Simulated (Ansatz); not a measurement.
`C=CC=C(F)F` and `OC=C(F)F` differ in one atom or group.

Ansatz, PBE0-D4/def2-TZVP geometries, multiplicity 1. Each molecule was computed in one conformer, which needn't be the lowest.

| property | `C=CC=C(F)F` |
| --- | --- |
| HOMO–LUMO gap (B3LYP/def2-TZVPP) / eV | 5.60 |
| LUMO energy (PBE/def2-TZVPP) / eV | -1.64 |
| HOMO–LUMO gap (ωB97M-V/def2-TZVPP) / eV | 10.23 |
| size of the dipole moment (PBE/def2-TZVPP) / D | 0.70 |
| HOMO–LUMO gap (PBE0/def2-TZVPP) / eV | 6.03 |
| HOMO–LUMO gap (PBE/def2-TZVPP) / eV | 4.03 |

What does the change do to each property? (Best estimate.)

The calculation gave: 
```csv
property,`OC=C(F)F`,shift
HOMO–LUMO gap (B3LYP/def2-TZVPP) / eV,6.86,1.26
LUMO energy (PBE/def2-TZVPP) / eV,-0.28,1.36
HOMO–LUMO gap (ωB97M-V/def2-TZVPP) / eV,11.25,1.02
size of the dipole moment (PBE/def2-TZVPP) / D,2.40,1.70
HOMO–LUMO gap (PBE0/def2-TZVPP) / eV,7.47,1.44
HOMO–LUMO gap (PBE/def2-TZVPP) / eV,5.18,1.15
```

With PBE0 the HOMO falls by 0.08 eV and the LUMO rises by 1.36 eV, so the gap widens by about 1.44 eV. PBE moves the HOMO by 0.22 eV and ωB97M-V by -0.25 eV. The zero-point energy changes by -76.0 kJ/mol with -9 modes. Dipoles are sizes alone; their direction can turn.

B3LYP here is the variant with VWN-RPA as its local correlation; programs differ in this.
